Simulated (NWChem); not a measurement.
tetrafluoromethane (CF₄) in NWChem

SMILES: FC(F)(F)F
```xyz
5

F      1.0742     0.0000    -0.7596
C      0.0000     0.0000     0.0000
F     -1.0742     0.0000    -0.7596
F      0.0000    -1.0742     0.7596
F      0.0000     1.0742     0.7596
```
Charge 0, spin multiplicity 1.

Everything below was run with NWChem. The geometry was optimised at PBE0/def2-SVP, a minimum by its harmonic frequencies.

Symmetry labels belong to the abelian group C2v used in the runs, with the axes of the coordinates shown; states degenerate in a higher group split over its labels.

Question: List the lowest 4 singlet excitations that TDA-CAM-B3LYP/def2-SVP gives, with oscillator strengths.

Answer: 
| state | symmetry | energy (eV) | wavelength (nm) | f |
|---|---|---|---|---|
| 1 | b1 | 15.35 | 81 | 0.000 |
| 2 | a2 | 15.35 | 81 | 0.000 |
| 3 | b2 | 15.35 | 81 | 0.000 |
| 4 | a2 | 15.60 | 79 | 0.000 |
